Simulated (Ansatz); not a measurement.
input.yaml (Ansatz)

```yaml
crystal:
  lattice:
    - [-1.5123953054, 1.5123953054, 1.5123953054]
    - [1.5123953054, -1.5123953054, 1.5123953054]
    - [1.5123953054, 1.5123953054, -1.5123953054]
  atoms:
    - { symbol: V, position: [0.0, 0.0, 0.0], spin: 1.0 }
hamiltonian:
  xc: blyp
  pseudopotentials:
    kind: paw
    azcp:
      V: "pseudopotentials/V.paw.azcp"
basis:
  ecutwfc: 420
  fft_grid_basis: typed
kpoints:
  mp_grid: { grid: [24, 24, 24], shift: [0, 0, 0] }
magnetization:
  spin_polarized: true
scf:
  occupations: { method: fermi_dirac, width: 0.05 }
```

Terminal output

```
Engine: ansatz 0.2.0, aarch64-unknown-linux-gnu
Pseudopotentials: kind: paw
Pseudopotential: V, paw, valence charge 13, recommended cutoff 420 eV (normal) 
Functional definition: BLYP
  parameter beta = 0.0042
  parameter a = 0.04918
  parameter b = 0.132
  parameter c = 0.2533
  parameter d = 0.349
  exchange = b88_x(beta = beta)
  correlation = lyp_c(a = a, b = b, c = c, d = d)
Crystal: 1 atoms, lattice volume = 13.837 Å³
Basis set: ecut = 420 eV, 249 PW (Γ), exchange–correlation on 36×36×36 points (8 copies of the dense FFT grid, shifted against one another)
Bands: 11, of which v1, the nominal top of the filled ones, is band 7 counted from 1 (6 counted from 0)
Symmetry: 48 space group operations
Space group: Im-3m (ITA 229), of the structure as read, at distance tolerance 2.4e-5 Å
Magnetic group: BNS 229.140 (UNI 1642), of the structure as read, at distance tolerance 2.4e-5 Å
k-points: 413 of 13824
Non-local potential: V, projectors of the file, l = 0: 3, l = 1: 2, l = 2: 3, l = 3: 1
PAW form: soft (Blöchl's): semilocal exchange-correlation on the pseudo side does not see the compensation charge
PAW frozen core: V, regenerated for the run's functional, and the local potential with it (the file was generated under x = pbe(κ = 0.804, μ = 0.2195149727645171), c = pbe(β = 0.06672455060314922))
PAW one-centre angular grid: V, 590 points (default); XC on 64 Gauss nodes
Initial density: superposition of atomic densities (chi_scale 0.1, normalization cell)
Starting moments: Σ|m| = 1 μB on 1 of 1 site
Initial wavefunctions: pseudopotential atomic-orbital guess
Functional: x = b88, c = lyp
SCF iter   1: F=—  HF=-2919.448407 eV  |F-HF|=—  |Δ(HF+E_count)|=         —  Δρ=1.10e-1 (↑1.10e-1 ↓3.55e-2)  dr2=1.15e0  dr2_m=5.60e-1  M=0.118 μB ∫|m|=0.118 μB  β_m=0.30  ethr=3.10e-3  ⟨swp⟩=4.1  Hψ=44026  notcnv=0
Mixer restart at iter 1: flushing history
SCF iter   2: F=—  HF=-2918.642148 eV  |F-HF|=—  |Δ(HF+E_count)|=   8.06e-1  Δρ=4.99e-2 (↑4.99e-2 ↓4.10e-2)  dr2=4.35e-2  dr2_m=2.50e-1  M=0.146 μB ∫|m|=0.146 μB  β_m=0.39  ethr=3.10e-3  ⟨swp⟩=3.0  Hψ=24479  notcnv=0  defer=75
SCF iter   3: F=—  HF=-2918.754192 eV  |F-HF|=—  |Δ(HF+E_count)|=   1.12e-1  Δρ=2.81e-2 (↑1.97e-2 ↓2.81e-2)  dr2=1.05e-2  dr2_m=6.92e-2  M=0.124 μB ∫|m|=0.124 μB  β_m=0.66  ethr=3.34e-4  ⟨swp⟩=2.0  Hψ=13281  notcnv=0  defer=75
SCF iter   4: F=—  HF=-2918.931577 eV  |F-HF|=—  |Δ(HF+E_count)|=   1.77e-1  Δρ=4.03e-3 (↑2.64e-3 ↓4.03e-3)  dr2=1.67e-3  dr2_m=1.04e-3  M=0.042 μB ∫|m|=0.042 μB  β_m=0.83  ethr=8.10e-5  ⟨swp⟩=2.1  Hψ=17680  notcnv=0  defer=75
SCF iter   5: F=—  HF=-2918.932817 eV  |F-HF|=—  |Δ(HF+E_count)|=   1.24e-3  Δρ=7.40e-4 (↑7.40e-4 ↓6.49e-4)  dr2=1.89e-4  dr2_m=1.05e-5  M=0.009 μB ∫|m|=0.009 μB  β_m=0.92  ethr=1.29e-5  ⟨swp⟩=2.5  Hψ=15648  notcnv=0  defer=75
SCF iter   6: F=—  HF=-2918.933169 eV  |F-HF|=—  |Δ(HF+E_count)|=   3.52e-4  Δρ=6.76e-4 (↑6.76e-4 ↓2.40e-4)  dr2=5.44e-5  dr2_m=1.85e-5  M=0.006 μB ∫|m|=0.006 μB  β_m=0.96  ethr=1.45e-6  ⟨swp⟩=2.0  Hψ=10489  notcnv=0  defer=75
SCF iter   7: F=—  HF=-2918.933182 eV  |F-HF|=—  |Δ(HF+E_count)|=   1.28e-5  Δρ=1.17e-4 (↑1.17e-4 ↓3.81e-5)  dr2=1.88e-6  dr2_m=5.15e-7  M=0.001 μB ∫|m|=0.001 μB  β_m=0.98  ethr=4.18e-7  ⟨swp⟩=2.8  Hψ=13832  notcnv=0  defer=75
SCF iter   8: F=—  HF=-2918.933183 eV  |F-HF|=—  |Δ(HF+E_count)|=   1.05e-6  Δρ=1.96e-5 (↑1.96e-5 ↓8.95e-6)  dr2=1.01e-7  dr2_m=4.57e-9  M=0.000 μB ∫|m|=0.000 μB  β_m=0.99  ethr=1.44e-8  ⟨swp⟩=2.5  Hψ=12519  notcnv=0  defer=75
SCF iter   9: F=—  HF=-2918.933183 eV  |F-HF|=—  |Δ(HF+E_count)|=   1.67e-8  Δρ=2.36e-6 (↑2.36e-6 ↓6.82e-7)  dr2=5.16e-10  dr2_m=2.57e-10  M=0.000 μB ∫|m|=0.000 μB  β_m=0.99  ethr=7.77e-10  ⟨swp⟩=2.7  Hψ=13271  notcnv=0  defer=75
SCF iter  10: F=—  HF=-2918.933183 eV  |F-HF|=—  |Δ(HF+E_count)|=  1.53e-10  Δρ=4.12e-7 (↑2.21e-7 ↓4.12e-7)  dr2=4.26e-11  dr2_m=3.19e-12  M=-0.000 μB ∫|m|=0.000 μB  β_m=1.00  ethr=3.97e-12  ⟨swp⟩=2.2  Hψ=12309  notcnv=0  defer=75
SCF iter  11: F=-2918.933183 eV  HF=-2918.933183 eV  |F-HF|=2.73e-12  |Δ(HF+E_count)|=  6.82e-12  Δρ=5.98e-8 (↑5.96e-8 ↓5.98e-8)  dr2=1.82e-12  dr2_m=2.55e-15  M=0.000 μB ∫|m|=0.000 μB  ethr=1.00e-12  ⟨swp⟩=1.0  Hψ=23289  notcnv=0
SCF 1 converged in 11 iterations: F = -2918.933183 eV  dr2 = 1.82e-12
WARN: the starting moments were not kept: the SCF closed with an absolute magnetisation of 7.2e-8 μB, where they sum to 1 μB in size (1 site). That is at most 0.1 of that sum. Measured as dr2_m measures the in/out step, that magnetisation stands 2.6e-15 eV from none, at or under the dr2_threshold of 1.0e-7 eV: it is no larger than a step whose dr2_m would equal this threshold. The system may hold no moment; this SCF shows only that its start led to no more than that. To try another start: raise the starting moments (crystal.atoms[].spin, magnetization.per_species, magnetization.initial_magnetization, or on a non-collinear deck that types none of these the spinor_matrix: blocks that start its atoms; where the total moment is fixed, keep their sum and leave initial_magnetization as it is; typed ones take the place of any that the run laid by itself, positive ones on a crystal's lanthanoids without a Hubbard term where scf.initial_density.shell_occupations: [] is typed) or, if the notice of its spin-set hold's release reads "site moments contracting" or "site moments show no strong build", lengthen the hold (scf.mixing.spin_hold: { on: { confirm: 4 } }; for m-r²SCAN on two components see the key's manual first). Each may lead to a state that holds a moment. A second SCF, from the converged charge density, with the starting moments and any scf.initial_density.shell_occupations laid on it anew, would have followed, and was not run: the deck does not ask for one (magnetization.retry_lost_moments is false, the default). To let it run, set magnetization.retry_lost_moments: true and run the deck again, where that key's refused combinations let it; where memory then withholds it, that run's warning says so.
SCF converged after 11 iterations
Magnetization: 0.0000 μB (6.5000 up, 6.5000 down)
Absolute magnetization: 0.0000 μB (∫|ρ↑−ρ↓|, with the PAW one-centre terms)
Spin contamination: 0.0000 ħ² per cell (⟨S²⟩ above its minimum at these occupations)
Per-site moments (μB) at R_I (Å): [(4.3278692727563014e-8, 1.0805625229085978)]
Free energy (F): -2918.933183 eV
Harris-Foulkes:  -2918.933183 eV  (|F-HF|=2.73e-12)
Internal energy: -2918.917455 eV  (E = F + TS)
E sigma→0 (E₀):  -2918.925319 eV
Entropy (-TS):   -0.015728 eV (-15.728 meV/atom)
Fermi energy:    16.497578 eV
--- Per-component energies (eV) ---
  E_band       = -144.346913
  E_kinetic    = 336.272348
  E_local      = -916.908389  (includes V_loc(G=0)·N_el)
  E_nonlocal   = -44.948494
  E_hartree    = 420.645417
  E_xc         = -128.289477
  E_vxc        = -162.295743  (∫ρ·V_xc dr)
  E_paw        = -1121.765565  (= ΣΔE_a)
  E_vpaw       = -197.757667  (= ΣTr[D̂ρ^β])
  E_aug_tail   = 0.000253  (compensation charges beyond the density's cutoff)
  E_ewald      = -1463.939429
  E_core_change = 0.015883  (= ΣΔE_core)
  E_smearing   = -0.015728  (= −TS)
  E_closure    = 0.000000  (closes the sum)
  Σ components = -2918.933183   (vs F -2918.933183, Δ=0.00e0)
```
